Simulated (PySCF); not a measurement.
# CF3: the cost of one run

Computed with PySCF 2.14.0 (relaxation, HF, def2-tzvpp, and further levels as typed in the inputs, unless a step's input says otherwise).

### 1 The structure to begin with

Bond lengths: C1–F2 1.308 Å, C1–F3 1.308 Å, C1–F4 1.308 Å. Angles: F2–C1–F3 113.1°, F2–C1–F4 113.1°, F3–C1–F4 113.1°.

Coordinates:

```xyz
4

C     0.0000    0.0000    0.3500
F     1.2600    0.0000    0.0000
F    -0.6300    1.0912    0.0000
F    -0.6300   -1.0912    0.0000
```

### 2 Relaxation: CF3

File run.py:

```python
from pyscf import gto, scf
from pyscf.geomopt.geometric_solver import optimize
mol = gto.M(atom="mol.xyz", basis="def2-tzvpp", spin=1, verbose=4)
mf = scf.UHF(mol).run(conv_tol=1e-9)
m = optimize(mf, maxsteps=60)
print("optimised structure (A):")
for k in range(m.natm): print(m.atom_symbol(k), *(f"{x:.8f}" for x in m.atom_coords(unit="A")[k]))
```

The run is started by

```
> python run.py
```

**Question.** How long does this run take on 4 threads of AMD EPYC 9R45 (Zen 5), shared host?

About 21 s.
